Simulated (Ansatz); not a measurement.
propyne (SMILES C#CC) moved off its minimum; all values from Ansatz (an electronic-structure program), cores frozen in correlated methods.
(charge 0, multiplicity 1)
```xyz
7

C     -1.2147    -0.1011    -0.1806
C      0.1680     0.0391     0.0576
C      1.3956     0.1839     0.1642
H     -1.3821    -1.0191    -0.7043
H     -1.6921     0.7626    -0.6500
H     -1.6835    -0.3032     0.8178
H      2.4094     0.2464     0.2742
```

```json
[
 {"level": "HF/def2-TZVPP", "largest force (eV/Å)": "8.37", "on atom": "C2", "rms difference from CCSD(T)/cc-pVTZ (eV/Å)": "1.016", "dipole (D)": "0.90"},
 {"level": "PBE/def2-TZVPP", "largest force (eV/Å)": "4.78", "on atom": "C3", "rms difference from CCSD(T)/cc-pVTZ (eV/Å)": "0.263", "dipole (D)": "1.00"},
 {"level": "r2SCAN/def2-TZVPP", "largest force (eV/Å)": "5.38", "on atom": "C3", "rms difference from CCSD(T)/cc-pVTZ (eV/Å)": "0.251", "dipole (D)": "1.02"},
 {"level": "B3LYP/def2-TZVPP", "largest force (eV/Å)": "5.63", "on atom": "C2", "rms difference from CCSD(T)/cc-pVTZ (eV/Å)": "0.299", "dipole (D)": "0.95"},
 {"level": "wB97M-V/def2-TZVPP", "largest force (eV/Å)": "6.11", "on atom": "C2", "rms difference from CCSD(T)/cc-pVTZ (eV/Å)": "0.397", "dipole (D)": "0.93"},
 {"level": "MP2/cc-pVTZ", "largest force (eV/Å)": "4.41", "on atom": "C2", "rms difference from CCSD(T)/cc-pVTZ (eV/Å)": "0.165", "dipole (D)": "0.80"},
 {"level": "CCSD(T)/cc-pVTZ", "largest force (eV/Å)": "5.00", "on atom": "C2", "rms difference from CCSD(T)/cc-pVTZ (eV/Å)": "0.000", "dipole (D)": "0.80"}
]
```

The differences count from one level among others, with limits of its own. Forces at CCSD(T)/cc-pVTZ (eV/Å):

| atom | Fx | Fy | Fz |
|---|---|---|---|
| C1 | -1.992 | -0.420 | 1.599 |
| C2 | 4.910 | 0.928 | 0.076 |
| C3 | -4.513 | -0.522 | -0.368 |
| H4 | -0.317 | -0.404 | -0.829 |
| H5 | 0.103 | -0.203 | -0.017 |
| H6 | -0.043 | 0.465 | -0.710 |
| H7 | 1.853 | 0.157 | 0.250 |
